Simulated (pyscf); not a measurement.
Thermochemistry of product channels of H₃Si–SiH₃ + CH₃• on the doublet surface, in kJ/mol, from CCSD(T)/def2-TZVPP + ΔMP2(QZVPP) energies (ideal gas, 1 atm, RRHO with modes under 100 cm⁻¹ raised to 100, one conformer, R ln 2 for chiral ones without a mode under 150 cm⁻¹). Structures and frequencies: ωB97X-D3(BJ)/def2-SVP in PySCF. Correlated levels are frozen-core, on RHF or UHF. ΔMP2 is the change of the MP2 total energy from the triple- to the quadruple-zeta basis.

```tsv
products	ΔE	ΔH(298 K)	ΔG(298 K)	ΔG(900 K)
SiH₂ [singlet] + H₃C–SiH₃ + H•	?	+239.3	+207.0	+141.6
H₃C–SiH₃ + SiH₃•	-57.5	-50.0	-50.9	-48.6
```

**Question.** What belongs in the gaps?

**Answer.** 
- SiH₂ [singlet] + H₃C–SiH₃ + H•, ΔE: +251.0

These are energies of the channels, which say nothing of barriers. The CCSD(T) − MP2 part came from Ansatz, without density fitting, on the same reference.
